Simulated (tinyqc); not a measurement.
Worked calculation: UHF in the sto-6g basis, for OH+, spin multiplicity 3. One step of it, computed by the program tinyqc.

Task: Iteration 3: building the Fock matrix. J_ij = sum D_kl (ij|kl) with D = D(alpha) + D(beta), K_ij = sum D_kl (ik|jl) for each spin; F = H + J - K(s); E = tr D H + tr D J / 2 - 0.5 sum_s tr D(s) K(s) + E_nn.

D(alpha) after iteration 2, lower triangle:
```
,1O 1s,1O 2s,1O 2px,1O 2py,1O 2pz,2H 1s
1O 1s,1.056279
1O 2s,-0.243675,1.056300
1O 2px,0.000000,0.000000,1.000000
1O 2py,0.000000,0.000000,0.000000,1.000000
1O 2pz,0.010782,-0.061097,0.000000,0.000000,0.796030
2H 1s,-0.000821,-0.009921,0.000000,0.000000,0.284087,0.101523
```

D(beta) after iteration 2, lower triangle:
```
,1O 1s,1O 2s,1O 2px,1O 2py,1O 2pz,2H 1s
1O 1s,1.055753
1O 2s,-0.241119,1.044302
1O 2px,0.000000,0.000000,0.000000
1O 2py,0.000000,0.000000,0.000000,0.000000
1O 2pz,0.018513,-0.098847,0.000000,0.000000,0.682517
2H 1s,-0.005687,0.006208,0.000000,0.000000,0.359157,0.192293
```

core Hamiltonian H = T + V (hartree), lower triangle:
```
,1O 1s,1O 2s,1O 2px,1O 2py,1O 2pz,2H 1s
1O 1s,-32.276084
1O 2s,-7.127043,-8.502579
1O 2px,0.000000,0.000000,-6.801440
1O 2py,0.000000,0.000000,0.000000,-6.801440
1O 2pz,-0.006395,-0.076148,0.000000,0.000000,-6.837591
2H 1s,-0.453646,-1.218483,0.000000,0.000000,-1.006753,-3.221194
```

Two-electron integrals (ij|kl) in chemists' order, unique and non-zero (hartree):
```
i,j,k,l,(ij|kl)
1,1,1,1,4.787491
2,1,1,1,0.675884
2,1,2,1,0.121505
2,2,1,1,1.117379
2,2,2,1,0.249212
2,2,2,2,0.817383
3,1,3,1,0.025762
3,2,3,1,0.039145
3,2,3,2,0.180664
3,3,1,1,1.117381
3,3,2,1,0.249212
3,3,2,2,0.817382
3,3,3,3,0.880663
4,1,4,1,0.025762
4,2,4,1,0.039145
4,2,4,2,0.180664
4,3,4,3,0.047461
4,4,1,1,1.117381
4,4,2,1,0.249212
4,4,2,2,0.817382
4,4,3,3,0.785741
4,4,4,4,0.880663
5,1,5,1,0.025762
5,2,5,1,0.039145
5,2,5,2,0.180664
5,3,5,3,0.047461
5,4,5,4,0.047461
5,5,1,1,1.117381
5,5,2,1,0.249212
5,5,2,2,0.817382
5,5,3,3,0.785741
5,5,4,4,0.785741
5,5,5,5,0.880663
6,1,1,1,0.045288
6,1,2,1,0.007818
6,1,2,2,0.015733
6,1,3,3,0.015701
6,1,4,4,0.015701
6,1,5,1,0.000383
6,1,5,2,0.000757
6,1,5,5,0.015796
6,1,6,1,0.000512
6,2,1,1,0.136781
6,2,2,1,0.031065
6,2,2,2,0.116377
6,2,3,3,0.114351
6,2,4,4,0.114351
6,2,5,1,0.002485
6,2,5,2,0.019987
6,2,5,5,0.120429
6,2,6,1,0.002018
6,2,6,2,0.022945
6,3,3,1,0.003073
6,3,3,2,0.018463
6,3,5,3,0.003925
6,3,6,3,0.002850
6,4,4,1,0.003073
6,4,4,2,0.018463
6,4,5,4,0.003925
6,4,6,4,0.002850
6,5,1,1,0.111993
6,5,2,1,0.025744
6,5,2,2,0.102570
6,5,3,3,0.098392
6,5,4,4,0.098392
6,5,5,1,0.004751
6,5,5,2,0.034064
6,5,5,5,0.110927
6,5,6,1,0.001730
6,5,6,2,0.024520
6,5,6,5,0.028633
6,6,1,1,0.343719
6,6,2,1,0.079411
6,6,2,2,0.341128
6,6,3,3,0.331045
6,6,4,4,0.331045
6,6,5,1,0.006205
6,6,5,2,0.071223
6,6,5,5,0.361295
6,6,6,1,0.005166
6,6,6,2,0.095672
6,6,6,5,0.115570
6,6,6,6,0.774999
```

nuclear repulsion = 2.75972470 hartree

Give: Coulomb J; exchange K(alpha); exchange K(beta); F(alpha); F(beta); total energy of this density.

Result:

Coulomb J (hartree), lower triangle:
```
,1O 1s,1O 2s,1O 2px,1O 2py,1O 2pz,2H 1s
1O 1s,15.9335
1O 2s,2.7562,6.9097
1O 2px,0.0000,0.0000,6.8863
1O 2py,0.0000,0.0000,0.0000,6.8863
1O 2pz,-0.0031,0.0091,0.0000,0.0000,6.9566
2H 1s,0.1794,0.9632,0.0000,0.0000,0.8478,2.9150
```

exchange K(alpha) (hartree), lower triangle:
```
,1O 1s,1O 2s,1O 2px,1O 2py,1O 2pz,2H 1s
1O 1s,4.9280
1O 2s,0.7853,1.3868
1O 2px,0.0000,0.0000,1.1670
1O 2py,0.0000,0.0000,0.0000,1.1670
1O 2pz,0.0004,-0.0127,0.0000,0.0000,1.0602
2H 1s,0.0565,0.2099,0.0000,0.0000,0.2292,0.1918
```

exchange K(beta) (hartree), lower triangle:
```
,1O 1s,1O 2s,1O 2px,1O 2py,1O 2pz,2H 1s
1O 1s,4.8729
1O 2s,0.7028,1.0049
1O 2px,0.0000,0.0000,0.2329
1O 2py,0.0000,0.0000,0.0000,0.2329
1O 2pz,-0.0001,-0.0325,0.0000,0.0000,0.8836
2H 1s,0.0503,0.1847,0.0000,0.0000,0.2441,0.2715
```

F(alpha) (hartree), lower triangle:
```
,1O 1s,1O 2s,1O 2px,1O 2py,1O 2pz,2H 1s
1O 1s,-21.2705
1O 2s,-5.1561,-2.9796
1O 2px,0.0000,0.0000,-1.0822
1O 2py,0.0000,0.0000,0.0000,-1.0822
1O 2pz,-0.0099,-0.0543,0.0000,0.0000,-0.9411
2H 1s,-0.3308,-0.4651,0.0000,0.0000,-0.3882,-0.4980
```

F(beta) (hartree), lower triangle:
```
,1O 1s,1O 2s,1O 2px,1O 2py,1O 2pz,2H 1s
1O 1s,-21.2155
1O 2s,-5.0737,-2.5977
1O 2px,0.0000,0.0000,-0.1481
1O 2py,0.0000,0.0000,0.0000,-0.1481
1O 2pz,-0.0094,-0.0345,0.0000,0.0000,-0.7646
2H 1s,-0.3246,-0.4400,0.0000,0.0000,-0.4031,-0.5777
```

total energy of this density = -74.683457 hartree
